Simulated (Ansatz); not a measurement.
**Predicting the next basis: CCSD(T) on O2 (oxygen)**

The species is O2 (2 atoms), meant as a triplet with charge 0. As SMILES, `O=O`. The coordinates come from a PBE0-D4/def2-TZVP relaxation.

CCSD(T) correlation energies, 2 core orbitals frozen (Ansatz 0.2.0):

| basis | X | correlation energy (Eh) |
| --- | --- | --- |
| cc-pCVDZ | 2 | -0.360560 |
| cc-pCVTZ | 3 | -0.458012 |
| cc-pCVQZ | 4 | ? |

Question: Take E(X) = E∞ + A/X³, fix the two constants on the known rows and predict the third.

Answer: 
1. A = (-0.360560 − (-0.458012))/(1/8 − 1/27) = 1.10788 Eh.
2. E∞ = -0.458012 − 1.10788/27 = -0.499045 Eh.
3. X = 4: -0.499045 + 1.10788/64 = -0.481734 Eh.

The run gave -0.486952 Eh, so the prediction is off by +5.2 mEh, 18 % of the last step. The small sets lie short of the range where X⁻³ holds, so the true step is larger than predicted.
